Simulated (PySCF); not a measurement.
## How the method moves the HOMO and LUMO of 1-chloro-2-methylpropane

Compound: 1-chloro-2-methylpropane, C4H9Cl.
Geometry (PBE0-D3(BJ)/def2-SVP, Å), atoms numbered from 1 in this order:
```xyz
14
C4H9Cl angstrom
C      0.8889   -1.1371   -0.4343
C     -0.3935   -0.4976    0.0802
C     -0.3652    1.0209   -0.0672
C     -1.6275   -1.0430   -0.6227
Cl    -1.8652   -2.7965   -0.3471
H      1.7629   -0.7719    0.1257
H      1.0476   -0.8957   -1.4988
H      0.8506   -2.2314   -0.3371
H     -0.5003   -0.7421    1.1520
H      0.5020    1.4475    0.4590
H     -0.2856    1.3149   -1.1269
H     -1.2722    1.4894    0.3458
H     -1.5597   -0.8983   -1.7118
H     -2.5393   -0.5456   -0.2637
```

Basis pcSseg-1 throughout (PySCF), one geometry. Isolated species at its PBE0-D3(BJ)/def2-SVP geometry (one conformer only).

**Question.** How do the orbital energies, the gap and the dipole change with the method?

**Answer.** 
```json
{"method": "BLYP", "kind": "GGA", "HOMO (eV)": "-6.71", "LUMO (eV)": "-0.06", "gap (eV)": "6.65", "μ (D)": "2.01", "SCF cycles": "14"}
{"method": "PBE", "kind": "GGA", "HOMO (eV)": "-6.87", "LUMO (eV)": "-0.16", "gap (eV)": "6.70", "μ (D)": "2.06", "SCF cycles": "14"}
{"method": "OPBE", "kind": "GGA", "HOMO (eV)": "-6.87", "LUMO (eV)": "0.01", "gap (eV)": "6.88", "μ (D)": "2.11", "SCF cycles": "14"}
{"method": "B97-D", "kind": "GGA", "HOMO (eV)": "-6.87", "LUMO (eV)": "-0.05", "gap (eV)": "6.82", "μ (D)": "2.09", "SCF cycles": "14"}
{"method": "LDA", "kind": "LDA", "HOMO (eV)": "-6.97", "LUMO (eV)": "-0.38", "gap (eV)": "6.59", "μ (D)": "2.11", "SCF cycles": "13"}
{"method": "BP86", "kind": "GGA", "HOMO (eV)": "-6.98", "LUMO (eV)": "-0.23", "gap (eV)": "6.76", "μ (D)": "2.10", "SCF cycles": "14"}
{"method": "KT2", "kind": "GGA", "HOMO (eV)": "-6.98", "LUMO (eV)": "-0.29", "gap (eV)": "6.69", "μ (D)": "2.09", "SCF cycles": "14"}
{"method": "KT3", "kind": "GGA", "HOMO (eV)": "-6.99", "LUMO (eV)": "-0.23", "gap (eV)": "6.76", "μ (D)": "2.05", "SCF cycles": "14"}
{"method": "B3LYP", "kind": "global hybrid", "HOMO (eV)": "-8.03", "LUMO (eV)": "0.56", "gap (eV)": "8.59", "μ (D)": "2.11", "SCF cycles": "12"}
{"method": "B97-2", "kind": "global hybrid", "HOMO (eV)": "-8.05", "LUMO (eV)": "0.82", "gap (eV)": "8.87", "μ (D)": "2.17", "SCF cycles": "12"}
{"method": "PBE0", "kind": "global hybrid", "HOMO (eV)": "-8.31", "LUMO (eV)": "0.84", "gap (eV)": "9.15", "μ (D)": "2.17", "SCF cycles": "12"}
{"method": "mPW1PW91", "kind": "global hybrid", "HOMO (eV)": "-8.34", "LUMO (eV)": "0.85", "gap (eV)": "9.19", "μ (D)": "2.18", "SCF cycles": "12"}
{"method": "BHandHLYP", "kind": "global hybrid", "HOMO (eV)": "-9.60", "LUMO (eV)": "1.71", "gap (eV)": "11.31", "μ (D)": "2.22", "SCF cycles": "12"}
{"method": "CAM-B3LYP", "kind": "range-separated hybrid", "HOMO (eV)": "-9.70", "LUMO (eV)": "1.84", "gap (eV)": "11.54", "μ (D)": "2.15", "SCF cycles": "12"}
{"method": "wB97X-D", "kind": "range-separated hybrid", "HOMO (eV)": "-10.25", "LUMO (eV)": "2.65", "gap (eV)": "12.90", "μ (D)": "2.23", "SCF cycles": "12"}
{"method": "LC-wPBE", "kind": "range-separated hybrid", "HOMO (eV)": "-11.17", "LUMO (eV)": "3.16", "gap (eV)": "14.32", "μ (D)": "2.21", "SCF cycles": "13"}
{"method": "HF", "kind": "Hartree–Fock", "HOMO (eV)": "-11.66", "LUMO (eV)": "3.97", "gap (eV)": "15.62", "μ (D)": "2.38", "SCF cycles": "10"}
```

The HOMO spans 4.95 eV, from BLYP down to HF, and the gap runs from 6.59 eV (LDA) to 15.62 eV (HF). Over the methods BLYP (0 %), PBE (0 %), OPBE (0 %), B97-D (0 %), LDA (0 %), BP86 (0 %), KT2 (0 %), KT3 (0 %), B3LYP (20 %), B97-2 (21 %), PBE0 (25 %), mPW1PW91 (25 %), BHandHLYP (50 %), HF (100 %), a straight line through the gap against the share of exact exchange rises by 0.90 eV for each 10 % (correlation coefficient 0.999). The dipole ranges from 2.01 D (BLYP) to 2.38 D (HF). This basis has no diffuse functions.
